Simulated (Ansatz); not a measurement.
**H₂OF radical (built from SMILES F.[OH]): functionals against CCSD(T) at one geometry**

Aim: energy, forces and dipole at a displaced guess of a reacting structure, from CCSD(T) and from density functionals.

The runs use Ansatz 0.2.0, Gaussian basis; single points in def2-TZVPP.

Correlated methods freeze the cores. Orbitals are unrestricted.

**1. Where the work starts**

4 atoms, charge 0, spin multiplicity 2.

Atoms are counted from 1 here; the program's logs count them from 0.

Bond lengths: O3–H4 1.008 Å.

Geometry (Å):

```xyz
4
charge 0, multiplicity 2
H    -0.5425    0.0655   -0.0576
F    -1.2235    1.1307   -0.0811
O     0.4429   -0.8094    0.1776
H     1.3180   -0.3704   -0.0639
```

**2. CCSD(T)/def2-TZVPP**

File run/in.yaml:

```yaml
crystal:
  periodic: [false, false, false]
  atoms:
    - {symbol: H, position_ang: [-0.542500, 0.065500, -0.057600]}
    - {symbol: F, position_ang: [-1.223500, 1.130700, -0.081100]}
    - {symbol: O, position_ang: [0.442900, -0.809400, 0.177600]}
    - {symbol: H, position_ang: [1.318000, -0.370400, -0.063900]}
basis:
  gaussian: {orbitals: def2-TZVPP}
magnetization: {spin_polarized: true, initial_magnetization: 1}
correlation: {method: ccsd_t}
scf: {omitted_lower_state_checks: [cluster_reference]}
output: {forces: true}
```

No record of the launch command was kept for these runs.

**3. PBE0-D4/def2-TZVPP**

Changes to run/in.yaml since step 2:

```diff
@@ -10,4 +10,3 @@
 magnetization: {spin_polarized: true, initial_magnetization: 1}
-correlation: {method: ccsd_t}
-scf: {omitted_lower_state_checks: [cluster_reference]}
-output: {forces: true}
+hamiltonian: {xc: pbe0, dispersion: d4}
+output: {forces: true, orbitals: {seedname: orbitals}}
```

**4. wB97M-V/def2-TZVPP**

Changes to run/in.yaml since step 3:

```diff
@@ -10,3 +10,3 @@
 magnetization: {spin_polarized: true, initial_magnetization: 1}
-hamiltonian: {xc: pbe0, dispersion: d4}
-output: {forces: true, orbitals: {seedname: orbitals}}
+hamiltonian: {xc: {name: wB97M-V}}
+output: {forces: true}
```

**5. r2SCAN-D4/def2-TZVPP**

Changes to run/in.yaml since step 4:

```diff
@@ -10,3 +10,3 @@
 magnetization: {spin_polarized: true, initial_magnetization: 1}
-hamiltonian: {xc: {name: wB97M-V}}
+hamiltonian: {xc: r2scan, dispersion: d4}
 output: {forces: true}
```

**6. PBE-D4/def2-TZVPP**

Changes to run/in.yaml since step 5:

```diff
@@ -10,3 +10,3 @@
 magnetization: {spin_polarized: true, initial_magnetization: 1}
-hamiltonian: {xc: r2scan, dispersion: d4}
+hamiltonian: {xc: pbe, dispersion: d4}
 output: {forces: true}
```

**7. LC-wPBE/def2-TZVPP**

Changes to run/in.yaml since step 6:

```diff
@@ -10,3 +10,3 @@
 magnetization: {spin_polarized: true, initial_magnetization: 1}
-hamiltonian: {xc: pbe, dispersion: d4}
+hamiltonian: {xc: {name: LC-wPBE}}
 output: {forces: true}
```

**8. revPBE-D4/def2-TZVPP**

Changes to run/in.yaml since step 7:

```diff
@@ -10,3 +10,3 @@
 magnetization: {spin_polarized: true, initial_magnetization: 1}
-hamiltonian: {xc: {name: LC-wPBE}}
+hamiltonian: {xc: {name: revPBE}, dispersion: d4}
 output: {forces: true}
```

(Steps that only read results are left out.)

Q: Predict the outcome of this session. Wanted: energy less free atoms, CCSD(T)/def2-TZVPP; RMS force component; RMS force error; HOMO and LUMO, PBE0-D4; T1 diagnostic.

As calculated:

| quantity | value |
| --- | --- |
| energy less free atoms, CCSD(T)/def2-TZVPP | -9.335 eV |
| RMS force component | 1.030 to 2.078 eV/Å over the methods |
| RMS force error | PBE0-D4 0.613, wB97M-V 0.285, r2SCAN-D4 0.977, PBE-D4 1.339, LC-wPBE 0.150, revPBE-D4 1.325 eV/Å |
| HOMO and LUMO, PBE0-D4 | -9.58 and -6.67 eV |
| T1 diagnostic | 0.024 |

Against CCSD(T) the functionals' energies less atoms differ by -1.273 to -0.244 eV, PBE-D4 by -1.273 eV. A larger basis would deepen the CCSD(T) value, while the functionals are nearly converged already, so the order here is not reliable. For forces LC-wPBE does best and PBE-D4 worst. Frozen-core CCSD(T) forces in triple zeta carry basis errors of their own, and this is one geometry, so small gaps rank nothing.
